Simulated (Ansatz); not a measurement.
**What a trial cell of MgCo₂ relaxes into**

These are results of DFT r2SCAN, scalar-relativistic, plane waves, PAW in Ansatz, not measurements. Cutoff 500 eV, Γ-centred k mesh, Gaussian smearing, collinear spin, first started from parallel moments.

The start puts MgCo₂ on the cuprite structure type (Pn-3m, No. 224), with Mg in place of O, Co in place of Cu, at a guessed volume.

```
CELL_PARAMETERS angstrom
4.37397 0.00000 0.00000
0.00000 4.37397 0.00000
0.00000 0.00000 4.37397
ATOMIC_POSITIONS crystal
Mg 0.00000 0.00000 0.00000
Mg 0.50000 0.50000 0.50000
Co 0.25000 0.25000 0.25000
Co 0.25000 0.75000 0.75000
Co 0.75000 0.75000 0.25000
Co 0.75000 0.25000 0.75000
```

Steps on the 4×4×4 mesh (6 atoms). 11 of 11 steps are shown, and the free energy counts from the last. Trial steps that were taken back and renewals of the plane-wave basis can be among the rows.

| step | ΔF (meV/atom) | V (Å³/atom) | P (GPa) |
| --- | --- | --- | --- |
| 1 | 1011.2 | 13.95 | 39.03 |
| 2 | 620.9 | 16.09 | 21.65 |
| 3 | 387.4 | 18.44 | 11.26 |
| 4 | 220.5 | 21.07 | 9.34 |
| 5 | 115.9 | 23.87 | 2.75 |
| 6 | 107.5 | 25.28 | -0.60 |
| 7 | 106.8 | 25.01 | 0.00 |
| 8 | 58.6 | 25.01 | 3.69 |
| 9 | 27.4 | 26.65 | 2.50 |
| 10 | 3.2 | 29.87 | 0.38 |
| 11 | 0.0 | 29.87 | 0.39 |

A final relaxation ran on a 8×8×8 mesh. The relaxed crystal, Pn-3m (No. 224):

```
Mg Co
1.0
     5.70390    0.00000    0.00000
     0.00000    5.70390    0.00000
     0.00000    0.00000    5.70390
Mg Co
2 4
Direct
  0.00000 0.00000 0.00000
  0.50000 0.50000 0.50000
  0.25000 0.25000 0.25000
  0.25000 0.75000 0.75000
  0.75000 0.75000 0.25000
  0.75000 0.25000 0.75000
```

```yaml
Volume_per_atom: 30.93 Å³
Density: 2.54 g/cm³
Energy_over_the_elements: 2.27 eV/atom
Gap_on_the_8×8×8_mesh: 0 eV (a metal)
Net_moment_per_atom: 1.45 μB
Largest_site_moment: 2.05 μB
```

The zero of energy is the elements' standard structures at the same level; no fitted shifts are applied.

The final run used a 8×8×8 mesh on its 6-atom cell and 0.10 eV smearing. The k mesh leaves about 4 meV/atom of noise in metals. The magnetic state reached may not be the lowest.

Symmetry constrained the relaxation, so the result can be a saddle point.

Cost: 3 runs of about 15 core-minutes in all, on Arm Neoverse V2 (shared hosts).